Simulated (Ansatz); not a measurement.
Relative stability

Two relaxed structures of CH4BS, doublet (PBE0-D4/def2-TZVP; forces vanish, vibrations not checked).

A:

B1  (0.096, -0.377, 0.098)
C2  (-1.072, 0.541, -0.204)
S3  (1.740, 0.334, 0.061)
H4  (-2.100, 0.192, -0.203)
H5  (-0.034, -1.535, 0.355)
H6  (-0.957, 1.596, -0.439)
H7  (2.443, -0.768, 0.369)
(Å)

B:

B1  (-1.132, 0.267, -0.928)
C2  (-0.044, -0.018, 0.116)
S3  (1.642, -0.041, -0.548)
H4  (-2.309, 0.333, -0.735)
H5  (-0.292, -0.979, 0.588)
H6  (-0.144, 0.744, 0.903)
H7  (2.279, -0.307, 0.604)
(Å)

Ansatz 0.2.0; basis: def2-TZVPP; cores frozen in the correlated methods; orbitals are unrestricted. B3LYP uses VWN-RPA correlation.

Question: Which structure is lower at CCSD(T), and by how much? (Judge from chemistry; the value comes from the calculation.)

Answer: By the calculation: A, by 194.2 kJ/mol (electronic energy, against the other). By their contacts, A is CH₄BS ([CH2][BH][SH]) and B is CH₄BS ([BH][CH2][SH]).

All methods give the same order:

```json
{"method": "PBE-D4", "E(B) − E(A) (kJ/mol)": "195.2"}
{"method": "r2SCAN-D4", "E(B) − E(A) (kJ/mol)": "200.0"}
{"method": "PBE0-D4", "E(B) − E(A) (kJ/mol)": "193.1"}
{"method": "B3LYP-D4", "E(B) − E(A) (kJ/mol)": "198.9"}
{"method": "wB97M-V", "E(B) − E(A) (kJ/mol)": "197.8"}
{"method": "HF", "E(B) − E(A) (kJ/mol)": "194.4"}
{"method": "MP2", "E(B) − E(A) (kJ/mol)": "187.2"}
{"method": "CCSD", "E(B) − E(A) (kJ/mol)": "193.9"}
{"method": "CCSD(T)", "E(B) − E(A) (kJ/mol)": "194.2"}
```

T1 diagnostic: at most 0.019. ⟨S²⟩ of the unrestricted Hartree–Fock references: 0.75 to 0.76 (a pure state has 0.75).

Labels in which every atom is bracketed show which atoms are joined, not bond orders.

For scale, one of the runs: CCSD(T)/def2-TZVPP, 160 basis functions, launched by `ansatz run in.yaml --threads 2 --pin off --events-out ev --progress --plain --max-ram 4352MiB`. Time: 66 s of wall clock on 2 CPU threads of an Arm Neoverse V2; the host was shared. Peak host memory: 2.7 GiB.
